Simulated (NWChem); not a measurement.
# doublet C2H2S− at 3 levels

We compute a comparison of 3 runs (U-r2SCAN/def2-SVPD, UBLYP/def2-SVPD, UTPSS/def2-SVPD) of doublet C2H2S−. 

The results are computed with NWChem 7.3.0.

1 further run of the same task is left out (it didn't finish).

## (1) Starting point

The species is C2H2S− (5 atoms), meant as a doublet with charge -1. As SMILES of the parent species, `C#CS`. The coordinates come from a PBE0-D4/def2-TZVP relaxation. That shape belongs to the parent species and isn't relaxed for this state.

Bond lengths: C1–C2 1.204 Å, C2–S3 1.679 Å, C1–H4 1.064 Å, S3–H5 1.346 Å. Angles: C1–C2–S3 175.2°, C2–C1–H4 179.3°, C2–S3–H5 96.7°.

## (2) The energy at U-r2SCAN/def2-SVPD (run 1)

Input file c2h2s.nw:

```
start c2h2s
title "C2H2S"
memory 2200 mb
charge -1
geometry units angstrom noautosym nocenter noautoz
  C       -1.196800      -0.342000       0.001900
  C        0.000700      -0.223700       0.026100
  S        1.678900      -0.197600       0.083400
  H       -2.256800      -0.433400      -0.021800
  H        1.823900       1.123100      -0.131000
end
basis spherical bse
  * library def2-SVPD
end
dft
  xc r2scan
  mult 2
  grid xfine
  convergence energy 1e-08
  iterations 100
  mulliken
  print low
end
task dft energy
```

Command:

```console
$ nwchem c2h2s.nw > c2h2s.out
```

Log:

```text
[...]
 d= 0,ls=0.0,diis     1   -474.9197910621 -5.54D+02  1.97D+00  4.70D-01     3.3
[...]
 d= 0,ls=0.0,diis    18   -475.2244592944 -5.76D-11  2.22D-06  1.93D-12    60.3
[...]
         Total DFT energy =     -475.224459294373
      One electron energy =     -815.036452273820
           Coulomb energy =      298.081935353566
    Exchange-Corr. energy =      -37.269329672152
 Nuclear repulsion energy =       78.999387298033
[...]
      Total Density - Mulliken Population Analysis
     ---------------------------------------------
    Atom       Charge   Shell Charges
 -----------   ------   -------------------------------------------------------
    1 C    6     7.22   1.98  0.91  1.68  0.39  2.06  0.23  0.02 -0.06
    2 C    6     4.30   1.99  0.96 -0.30 -1.05  2.03  0.54  0.04  0.10
    3 S   16    17.72   2.00  1.98  1.25  0.62  0.83  5.93  1.81  2.59  0.37  0.10  0.24
    4 H    1     1.11   0.75  0.28  0.03  0.05
    5 H    1     0.64   0.70 -0.30  0.04  0.20
[...]
      <S2> =      0.7523 (Exact =     0.7500)
[...]
```

Wall time 61 s (1 thread of Intel Xeon Platinum 8559C (Emerald Rapids), shared host); peak memory 0.13 GiB.

## (3) The energy at UBLYP/def2-SVPD (run 2)

Input file run.py:

```python
from ase import Atoms
from ase.calculators.nwchem import NWChem

atoms = Atoms(['C', 'C', 'S', 'H', 'H'], positions=[
    [-1.196800, -0.342000, 0.001900],
    [0.000700, -0.223700, 0.026100],
    [1.678900, -0.197600, 0.083400],
    [-2.256800, -0.433400, -0.021800],
    [1.823900, 1.123100, -0.131000],
])

calc = NWChem(
    label='c2h2s',
    theory='dft',
    memory='2200 mb',
    basis='def2-SVPD',
    basispar='spherical bse',
    charge=-1,
    dft={'xc': 'becke88 lyp', 'mult': '2', 'grid': 'xfine', 'convergence': 'energy 1e-08', 'iterations': '100', 'mulliken': None},
    task='energy',
)
atoms.calc = calc

print("Total energy (eV):", round(atoms.get_potential_energy(), 6))
```

Command:

```console
$ export ASE_NWCHEM_COMMAND="nwchem PREFIX.nwi > PREFIX.nwo"
$ python run.py
```

Log:

```text
Total energy (eV): -12932.821171
```

The calculator wrote c2h2s.nwi:

```
title "c2h2s"

permanent_dir c2h2s

scratch_dir c2h2s

start c2h2s

geometry units angstrom nocenter noautosym noautoz
  C  -1.1968000000000001e+00 -3.4200000000000003e-01 1.9000000000000000e-03
  C  6.9999999999999999e-04 -2.2370000000000001e-01 2.6100000000000002e-02
  S  1.6789000000000001e+00 -1.9760000000000000e-01 8.3400000000000002e-02
  H  -2.2568000000000001e+00 -4.3340000000000001e-01 -2.1800000000000000e-02
  H  1.8239000000000001e+00 1.1231000000000000e+00 -1.3100000000000001e-01
end

charge -1

memory 2200 mb

basis spherical bse noprint
   * library def2-SVPD
end

dft
  xc becke88 lyp
  mult 2
  grid xfine
  convergence energy 1e-08
  iterations 100
  mulliken
end

task dft energy
```

c2h2s.nwo:

```text
Northwest Computational Chemistry Package (NWChem) 7.3.0
             --------------------------------------------------------

           Job information
           ---------------

    nwchem branch   = 7.3.0
    use scalapack   = T
    input           = c2h2s.nwi
    prefix          = c2h2s.
    data base       = c2h2s/c2h2s.db
    status          = startup
    nproc           =        1

           Memory information
           ------------------

    heap     =     72089600 doubles =      550.0 Mbytes
    stack    =     72089597 doubles =      550.0 Mbytes
    global   =    144179200 doubles =     1100.0 Mbytes (distinct from heap & stack)
    total    =    288358397 doubles =     2200.0 Mbytes
    verify   = yes
    hardfail = no

           Directory information
           ---------------------

  0 permanent = c2h2s
  0 scratch   = c2h2s

                                NWChem Input Module
                                -------------------

                                       c2h2s
                                       -----

[... 25 lines left out ...]
            Nuclear Dipole moment (a.u.)
[... 57 lines left out ...]
  convergence criterion.
[... 16 lines left out ...]
          Convergence on density requested:  1.00D-05
[... 19 lines left out ...]
          Spatial weights used:  Erf1
[... 3 lines left out ...]
          Convergence aids based upon iterative change in
[... 100 lines left out ...]
         Total DFT energy =     -475.272415740544
[... 1 line left out ...]
           Coulomb energy =      297.868152150800
[... 1 line left out ...]
 Nuclear repulsion energy =       78.999387298033
[... 600 lines left out ...]
                     DFT Final Beta Molecular Orbital Analysis
[... 671 lines left out ...]
   alpha     71     72     73     74     75     76     77     78     79     80
    beta     71     72     73     74     75     76     77     78     79     80
 overlap   1.000  0.994  0.999  1.000  0.999  1.000  1.000  0.994  0.994  1.000

   alpha     81     82     83
    beta     81     82     83
 overlap   1.000  1.000  1.000

     --------------------------
     Expectation value of S2:
     --------------------------
      <S2> =      0.7506 (Exact =     0.7500)

 center of mass
 --------------
 x =   1.26731073 y =  -0.40445390 z =   0.09282719

 moments of inertia (a.u.)
 ------------------
           7.731812542460         -20.270926298364          -8.385480200892
         -20.270926298364         320.760439668045           0.478013797604
          -8.385480200892           0.478013797604         327.717668084476

     Multipole analysis of the density
     ---------------------------------

     L   x y z        total         alpha         beta         nuclear
     -   - - -        -----         -----         ----         -------
     0   0 0 0     -1.000000    -16.000000    -15.000000     30.000000

     1   1 0 0     -1.669680    -20.037821    -18.014565     36.382705
[... 8 lines of this table left out ...]
     2   0 0 2    -27.503728    -17.086908    -10.891894      0.475073

 Task  times  cpu:       36.7s     wall:       36.7s
 Total times  cpu:       36.7s     wall:       36.7s
```

Wall time 38 s (1 thread of Intel Xeon Platinum 8559C (Emerald Rapids), shared host); peak memory 0.13 GiB.

## (4) The energy at UTPSS/def2-SVPD (run 3)

Input file sp.nw:

```
start sp
title "C2H2S TPSS"
memory stack 880 mb heap 220 mb global 1100 mb
charge -1
geometry noautosym nocenter noautoz
   C     -1.196800    -0.342000     0.001900
   C      0.000700    -0.223700     0.026100
   S      1.678900    -0.197600     0.083400
   H     -2.256800    -0.433400    -0.021800
   H      1.823900     1.123100    -0.131000
end
basis spherical bse
   C library def2-SVPD
   S library def2-SVPD
   H library def2-SVPD
end
dft
   xc xtpss03 ctpss03
   mult 2
   grid xfine
   convergence energy 1e-08
   iterations 100
   mulliken
   print medium
end
task dft energy
```

Command:

```console
$ nwchem sp.nw > sp.out
```

Log:

```text
[...]
          Wavefunction type:  spin polarized.
          No. of atoms     :     5
          No. of electrons :    31
[...]
          Charge           :    -1
          Spin multiplicity:     2
[...]
          AO basis - number of functions:    83
[...]
              XC Information
              --------------
                  TPSS metaGGA Exchange Functional  1.000
             TPSS03 metaGGA Correlation Functional  1.000
[...]
 d= 0,ls=0.0,diis     1   -475.0310050303 -5.54D+02  1.97D+00  4.69D-01     3.4
[...]
 d= 0,ls=0.0,diis    16   -475.3399152124 -3.12D-10  9.55D-06  4.66D-11    54.5
[...]
         Total DFT energy =     -475.339915212377
      One electron energy =     -815.061618791132
           Coulomb energy =      298.113599628414
    Exchange-Corr. energy =      -37.391283347693
 Nuclear repulsion energy =       78.999387298033
[...]
      Total Density - Mulliken Population Analysis
     ---------------------------------------------
    Atom       Charge   Shell Charges
 -----------   ------   -------------------------------------------------------
    1 C    6     7.39   1.99  0.91  1.75  0.49  2.08  0.22  0.02 -0.05
    2 C    6     4.16   1.99  0.96 -0.32 -1.13  2.05  0.46  0.04  0.11
    3 S   16    17.79   2.00  1.98  1.27  0.62  0.88  5.92  1.82  2.58  0.36  0.10  0.25
    4 H    1     1.05   0.77  0.19  0.03  0.07
    5 H    1     0.62   0.72 -0.35  0.03  0.22
[...]
      <S2> =      0.7513 (Exact =     0.7500)
[...]
```

It took 55 s on 1 thread of Intel Xeon Platinum 8559C (Emerald Rapids), shared host; peak memory 0.13 GiB.

## (5) The series

```tsv
run	level	energy (Eh)	⟨S²⟩	wall time
1	U-r2SCAN/def2-SVPD	-475.224459	0.752	61 s
2	UBLYP/def2-SVPD	-475.272416	0.751	38 s
3	UTPSS/def2-SVPD	-475.339915	0.751	55 s
```

## (6) Results

```
                                 quantity          value
                      run 3: total energy  -475.33992 Eh
run 3: HOMO energy (highest over α and β)        3.33 eV
 run 3: LUMO energy (lowest over α and β)        3.75 eV
                              run 3: ⟨S²⟩          0.751
```

Totals of different functionals can't be ranked against each other. In runs 2, 3 the HOMO lies above zero, so the outermost electron may be held by the basis alone. All runs together took 2.6 min, the longest 61 s.
